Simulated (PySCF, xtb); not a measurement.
# HOSSi: 3 structures ranked

3 gas-phase structures of HOSSi, found in a search over its isomers (lower ones may exist). Each was relaxed with GFN2-xTB; where two conformers were screened, the lower at r2SCAN-D4/def2-SVP is listed:

A. `O=[SiH][S]`, a doublet
B. `O[Si]=S`, a doublet
C. `O=[Si]S`, a doublet

Estimate their order in r2SCAN-D4/def2-SVP energy at these geometries, lowest first.

Calculated order at r2SCAN-D4/def2-SVP: B (0.000), C (0.728), A (1.103) eV.

Energies above the lowest of each column, in eV; the last columns are at PBE0-D4/def2-SVP geometries and were run for some of them only (a dash: not run or not comparable):

```json
{"structure": "B", "GFN2-xTB": "0.599", "HF/STO-3G": "0.000", "r2SCAN-D4/def2-SVP": "0.000", "PBE0-D4/def2-SVP": "0.000", "CCSD(T)/def2-SVP + ΔMP2/def2-TZVPP": "0.000"}
{"structure": "C", "GFN2-xTB": "0.613", "HF/STO-3G": "0.519", "r2SCAN-D4/def2-SVP": "0.728", "PBE0-D4/def2-SVP": "0.811", "CCSD(T)/def2-SVP + ΔMP2/def2-TZVPP": "0.687"}
{"structure": "A", "GFN2-xTB": "0.000", "HF/STO-3G": "0.521", "r2SCAN-D4/def2-SVP": "1.103", "PBE0-D4/def2-SVP": "–", "CCSD(T)/def2-SVP + ΔMP2/def2-TZVPP": "–"}
```

CCSD(T)/def2-SVP + ΔMP2/def2-TZVPP puts B lowest of those it was run on; GFN2-xTB picks A. Flexible structures stand in one conformer each, not always the lowest. Frequencies (GFN2-xTB) were run for B, C alone. Open shells are spin-unrestricted, some with notable spin contamination. ΔMP2 is the change of the MP2 energy from the smaller to the larger basis.

Programs: PySCF 2.14.0, xtb 6.7.1.
